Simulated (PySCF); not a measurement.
Single point on LiF⁺

State: ²Π (doublet), unpaired electrons π ↑.

An equivalent input (the run itself took its basis sets from the Basis Set Exchange, started from a PBE0 density and held the occupation σ 4α 4β, πx 1α 0β, πy 1α 1β):

```python
from pyscf import gto, dft
mol = gto.M(atom='Li 0 0 0; F 0 0 2.058', basis={'Li': 'pcseg-2', 'F': 'pcseg-2'},
            charge=1, spin=1, verbose=4, symmetry='C2v')
mf = dft.UKS(mol, xc='CAMB3LYP')
mf.grids.atom_grid = (80, 434)
mf.grids.prune = dft.gen_grid.treutler_prune
mf.irrep_nelec = {'A1': (4, 4), 'B1': (1, 0), 'B2': (1, 1)}
mf.conv_tol = 1e-9
mf.max_cycle = 60
mf.diis_space = 10
mf.kernel()
```

The log (some set-up lines and the per-cycle HOMO/LUMO lines removed):

```
******** <class 'pyscf.dft.uks_symm.SymAdaptedUKS'> ********
method = SymAdaptedUKS
damping factor = 0
level_shift factor = 0
DIIS = <class 'pyscf.scf.diis.CDIIS'>
diis_start_cycle = 1
diis_space = 10
diis_damp = 0
SCF conv_tol = 1e-09
SCF conv_tol_grad = None
SCF max_cycles = 60
number electrons alpha = 6  beta = 5
Set gradient conv threshold to 3.16228e-05
init E= -107.021008551727
cycle= 1 E= -107.021589070137  delta_E= -0.000581  |g|= 0.00285  |ddm|= 0.0407
cycle= 2 E= -107.021591544121  delta_E= -2.47e-06  |g|= 0.000646  |ddm|= 0.00276
cycle= 3 E= -107.021591633872  delta_E= -8.98e-08  |g|= 0.00047  |ddm|= 0.000455
cycle= 4 E= -107.021591694629  delta_E= -6.08e-08  |g|= 4.38e-05  |ddm|= 0.000189
cycle= 5 E= -107.02159169593  delta_E= -1.3e-09  |g|= 7.82e-06  |ddm|= 3.74e-05
cycle= 6 E= -107.021591695985  delta_E= -5.52e-11  |g|= 1.52e-06  |ddm|= 8.5e-06
Extra cycle  E= -107.021591695986  delta_E= -1.17e-12  |g|= 6.54e-07  |ddm|= 1.1e-06
converged SCF energy = -107.021591695986  <S^2> = 0.75171855  2S+1 = 2.0017178
```

Repeating this along the bond gives Re = 2.025 Å and ωe = 314 cm⁻¹.

A point of this curve took 0.52 CPU seconds beside 0.045 for the integrals (shared host).

The state is the lowest determinant that a PBE0 search found; another state may lie lower at other levels.
